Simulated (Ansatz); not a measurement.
Two isomers of C2H3NS: A = `N=C1CS1`, B = `NC1=CS1`.

Program: Ansatz. Geometries: PBE0-D4/def2-TZVP. ΔE: electronic, gas phase. CBS: MP2 limit from def2 TZ/QZ plus the TZ coupled-cluster correction, frozen cores. Functionals use def2-TZVPP. B3LYP here is the variant with VWN-RPA as its local correlation; programs differ in this. Each species was taken in one conformer, which may not be the lowest.

**Question.** Which is lower in electronic energy at CCSD(T)/CBS, and by how much? (An estimate is asked.)

**Answer.** Ansatz gave: A, by 25.2 kcal/mol.

**Question.** Give E(B) − E(A) in kcal/mol with CCSD(T)/def2-TZVPP, LDA (SPW92), MP2/def2-TZVPP, ωB97M-V, B3LYP-D4, CCSD/def2-TZVPP, BLYP-D4. (An estimate is asked.)

**Answer.** Ansatz gave: CCSD(T)/def2-TZVPP 27.1, LDA (SPW92) 24.5, MP2/def2-TZVPP 26.1, ωB97M-V 25.1, B3LYP-D4 25.8, CCSD/def2-TZVPP 26.7, BLYP-D4 26.6. None reverses the order clearly.

**Question.** Does the order hold for the free energy at 298.15 K (harmonic terms from PBE0-D4)? (Estimate.)

**Answer.** Computed: Yes: G(B) − G(A) = +23.9 kcal/mol, for one conformer each.

Largest T1 diagnostic: 0.014.

From BLYP to BHLYP (50 % exact exchange), in def2-TZVPP and without D4, E(B) − E(A) moves by −1.3 kcal/mol. At CCSD(T), def2-SVP lies +4.6 kcal/mol from the extrapolated value and def2-TZVPP +1.9 kcal/mol.
